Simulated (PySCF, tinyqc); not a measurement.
A ladder of methods, and size consistency: correlation methods against full CI in the sto-3g basis, for BH, spin multiplicity 1. Computed by the program tinyqc with PySCF. All electrons correlated; +Q is the Davidson correction (1 - c0^2) E_corr. The last columns treat two copies 100 angstrom apart as one system. FCI is the lowest singlet.

Geometry (angstrom):
```
atom,x,y,z
B,0.0000,0.0000,0.0000
H,0.0000,0.0000,1.0960
```

RHF energy of one = -24.744385 hartree

Correlation energies (hartree):
```
method,E_corr of one,share of FCI (%),E_corr of two at 100 angstrom,two minus twice one (mhartree)
MP2,-0.02703,50.690,-0.05407,0.000
CISD,-0.05185,97.219,-0.09670,6.992
CISD+Q,-0.05593,104.869,-0.10876,3.095
CCSD,-0.05315,99.668,-0.10631,0.000
CCSD(T),-0.05322,99.796,-0.10644,0.000
FCI,-0.05333,100.000,-,-
```

What does the comparison show, and why?

MP2 recovers 51 %, CISD 97.2 % and CCSD 99.7 % of the FCI value (c0^2 = 0.921 in CISD). MP2 and coupled cluster are size consistent, so their last column vanishes; CISD loses 6.99 mhartree, since a double excitation on each copy is a quadruple of the pair, and the Davidson correction leaves +3.10. The restricted reference is unstable here: a spin-polarised solution lies 0.0136 hartree lower (PySCF), so results built on it describe a poor reference.
